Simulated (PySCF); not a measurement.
# Property card for chlorotrifluoromethane, `FC(F)(F)Cl`

Chlorotrifluoromethane, CClF3.
Structure used (GFN2-xTB), in Å, numbered top down from 1:
```
atom  x, y, z in Å
F1    -0.4932   -0.8065   -0.9667
C2    -0.0723    0.0063   -0.0122
F3    -0.4074    1.2419   -0.3438
F4    -0.7032   -0.3074    1.1069
Cl5    1.6847   -0.1316    0.1987
```

Some functional groups and rings: CF3 group, C–F bond and C–Cl bond.

**GFN2-xTB geometry**

| Item | Value |
| --- | --- |
| Point group of the GFN2-xTB geometry | C3v |
| Rotational constants A, B, C of the GFN2-xTB geometry | 5.793, 3.279, 3.279 GHz |

From B3LYP/def2-SVPD ground state and vertical TDDFT (core frozen in the response) (PySCF):

| Property | Result |
| --- | --- |
| Dipole moment | 0.40 D |
| HOMO energy | -9.90 eV |
| LUMO energy | -0.75 eV |
| HOMO–LUMO gap | 9.15 eV |
| Lowest singlet excitation | 7.71 eV (161 nm, f = 0.001 summed over 2 states within 0.01 eV) |
| Strongest line among the 8 lowest singlet transitions | S3/S4 at 9.51 eV (130 nm, f = 0.148 summed over these states) |
| Lowest triplet excitation (Tamm–Dancoff) | 6.84 eV |
| Static isotropic polarisability | 31.6 au |
| Electronic spatial extent ⟨r²⟩ about the centre of nuclear charge | 412 bohr² |

Monoisotopic mass (most abundant isotopes): 103.9641 u.

The 8 singlets span 7.71 to 10.47 eV, and their oscillator strengths add up to 0.30. The principal polarisabilities are 28.8, 28.8 and 37.2 au; their mean is the isotropic value. The rotational constants are those of a prolate symmetric top. The polarisability is 4.68 Å³ as a volume (1 au = 0.148185 Å³), or 0.63 au for each of the 50 electrons. The vertical singlet–triplet gap S1 − T1 is 0.87 eV (TDDFT singlet less Tamm–Dancoff triplet).

Isolated species at its GFN2-xTB geometry, gas phase.
